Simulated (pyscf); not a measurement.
Single points on ωB97X-D3(BJ)/def2-SVP structures (PySCF, gas phase).

**Question.** Estimate the classical barrier height and the reaction energy of H₃Si–NH–SiH₂–SiH₃ (SMILES [SiH3]N[SiH2][SiH3]) → SiH₄ (SMILES [SiH4]) + H₂Si=N–SiH₃ (SMILES [SiH2]=N[SiH3]) at ωB97M-D3(BJ)/def2-TZVP. The step runs on the singlet surface, breaks Si–Si, H–N and forms H–Si; take the reactant's lowest minimum found as zero.

**Answer.** ΔE‡ = 75.3 kcal/mol, ΔE = +45.0 kcal/mol. Zero-point energy shifts the barrier by -4.2 kcal/mol. It is an elimination, with an imaginary mode of 1589i cm⁻¹. At the saddle there is also a short H–Si contact that neither side keeps. H₃Si–NH–SiH₂–SiH₃ lies 15.2 kcal/mol over its isomer H₃Si–N(SiH₃)–SiH₃ (electronic energy, ωB97M-D3(BJ)/def2-TZVP). H₂Si=N–SiH₃ lies 10.1 kcal/mol over its isomer :HSi–NH–SiH₃ [singlet] (electronic energy, ωB97M-D3(BJ)/def2-TZVP). One saddle was located; it need not be the lowest between these sides.
